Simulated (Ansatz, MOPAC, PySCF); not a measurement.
System: OF$_{2}$ (charge 0, singlet). SMILES: FOF
Structure (B3LYP-D3(BJ)/def2-TZVP (Ansatz, an electronic-structure program) minimum search):
```
O
F 1 1.4020
F 1 1.4020 2 103.99
```

Unscaled harmonic wavenumbers (cm⁻¹) in rising order, each level at the stationary point that it reaches from this structure (no distance between atoms moves by over 0.3 Å); the order of modes can differ between levels, and a negative number is imaginary. B3LYP-D3(BJ)/def2-TZVP (PySCF, at the structure above): 481, 889, 1016.

PM3 (MOPAC): 515, 989, 1080. Zero-point energy 3.7 against 3.4 kcal/mol; where all levels lie over 400 cm⁻¹, the wavenumbers are on average 1.081 times those of B3LYP-D3(BJ)/def2-TZVP.

HF/3-21G (Ansatz): 481, 1167, 1227. Zero-point energy 4.1 against 3.4 kcal/mol; where all levels lie over 400 cm⁻¹, the wavenumbers are on average 1.173 times those of B3LYP-D3(BJ)/def2-TZVP.
